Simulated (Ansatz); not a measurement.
# CH2B (quartet): the correlation ladder, def2-TZVPP

The task here is to estimate one member of a computed series from the others.

The runs use Ansatz 0.2.0, Gaussian basis; def2-TZVPP, core rule «outside noble gas», up to 2 orbitals frozen.

The runs, in order: UHF; ROHF; CCSD(T) on UHF.

2 further runs of the same task are left out: 2 set aside as unsound or not needed.

**What is computed**

The geometry is a PBE0/def2-TZVP stationary point (not a proven minimum) of the parent state, kept for this charge and spin.

4 atoms, charge 0, spin multiplicity 4.

Atoms are counted from 1 here; the program's logs count them from 0.

Bond lengths: B1–C2 1.382 Å, C2–H3 1.086 Å, C2–H4 1.086 Å. Angles: B1–C2–H3 121.6°, B1–C2–H4 121.6°, H3–C2–H4 116.9°.

Set-up of the first run:

in.yaml

```yaml
crystal:
  periodic: [false, false, false]
  atoms:
    - {symbol: B, position_ang: [0.000000, 0.000000, 0.826501]}
    - {symbol: C, position_ang: [0.000000, 0.000000, -0.555344]}
    - {symbol: H, position_ang: [0.000000, -0.925158, -1.123694]}
    - {symbol: H, position_ang: [0.000000, 0.925158, -1.123694]}
basis:
  gaussian: {orbitals: def2-TZVPP}
magnetization: {spin_polarized: true, initial_magnetization: 3}
hamiltonian: {xc: hf}
output: {orbitals: {seedname: orbitals}}
```

Command:

```sh
ansatz run in.yaml --threads 1 --pin off --events-out ev --progress --plain --max-ram 2816MiB --backend cpu
```

Steps of the session up to this table: UHF; ROHF; CCSD(T) on UHF.

One of the session's tables, all rows but one given; the rest of the session is left out.

```
  method  from UCCSD(T) (kJ/mol)
    ROHF                       ?
     UHF                  +570.4
    UMP2                   +82.9
   UCCSD                   +18.5
UCCSD(T)                       0
```

Q: Estimate the row for ROHF from the others.

**Answer.** from UCCSD(T) (kJ/mol): +577.0. In the column «from UCCSD(T) (kJ/mol)» it is the highest.
